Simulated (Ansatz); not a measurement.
in.yaml

```yaml
crystal:
  periodic: [false, false, false]
  atoms:
    - {symbol: H, position_ang: [0.000000, 0.000000, -1.196667]}
    - {symbol: H, position_ang: [0.000000, 0.000000, -0.284667]}
    - {symbol: Cl, position_ang: [0.000000, 0.000000, 1.481333]}
basis:
  gaussian: {orbitals: cc-pVDZ}
magnetization: {spin_polarized: false, initial_magnetization: 1}
correlation: {method: fic_mrcisd_q, electrons: outside_noble_gas, active_space: {window: {electrons: 9, orbitals: 6}, shells: [{species: Cl, l: s, shell: 3}, {species: Cl, l: p, shell: 3}, {species: H, l: s, shell: 1}]}}
```

```sh
$ ansatz run in.yaml --threads 1 --pin off --events-out ev --progress --plain --max-ram 2816MiB --backend cpu
```

The program prints:

```
474 factors; integrals over basis functions are off by at most 1.3e-7 eV
mean field evaluation 1: about -12531.7180 eV, gradient 8.5e0 eV
mean field evaluation 2: about -12531.7238 eV, gradient 8.5e0 eV
mean field evaluation 4: about -12532.4537 eV, gradient 1.7e0 eV
mean field evaluation 8: about -12532.5584 eV, gradient 1.4e-3 eV
mean field evaluation 16: about -12532.0530 eV, gradient 8.1e-2 eV
mean field evaluation 32: about -12531.9690 eV, gradient 4.6e0 eV
mean field evaluation 64: about -12532.0530 eV, gradient 2.7e-3 eV
mean field -12532.55837648 eV, -460.5630254623 hartree, gradient 1.4e-6 eV, S^2 0.750000; 9 other end points of the search recorded, 0 dependent functions left out
reference -12532.55837648 eV, -460.5630254623 hartree; 10, 9 occupied and 18, 19 virtual orbitals, 474 factors
state -12533.31267933 eV, -460.5907455808 hartree
contracted CI cycle   1: correlation 0.00000000 eV, 0.0000000000 hartree, residual 1.70e1 eV
contracted CI cycle   2: correlation -3.87138304 eV, -0.1422707026 hartree, residual 2.61e0 eV
contracted CI cycle   3: correlation -3.97732064 eV, -0.1461638377 hartree, residual 5.50e-1 eV
contracted CI cycle   4: correlation -3.98221695 eV, -0.1463437737 hartree, residual 1.09e-1 eV
contracted CI cycle   5: correlation -3.98240495 eV, -0.1463506824 hartree, residual 2.00e-2 eV
contracted CI cycle   6: correlation -3.98241078 eV, -0.1463508967 hartree, residual 3.80e-3 eV
contracted CI cycle   7: correlation -3.98241099 eV, -0.1463509044 hartree, residual 7.28e-4 eV
state -12533.31267933 eV, -460.5907455808 hartree; corrected -12537.52529752 eV, -460.7455564440 hartree
Total energy: -12537.52529752 eV, -460.7455564440 hartree
Checks for a lower state left out: starts, orbital_swaps
```

Natural occupations: 1.9999 1.9999 1.9991 1.9582 1.0008 0.0421.

For the same geometry and basis full CI lies 0.6 meV higher.

Ran on 1 thread of AMD EPYC 7R13, shared host: 0.83 s wall, 0.24 GiB peak host memory.
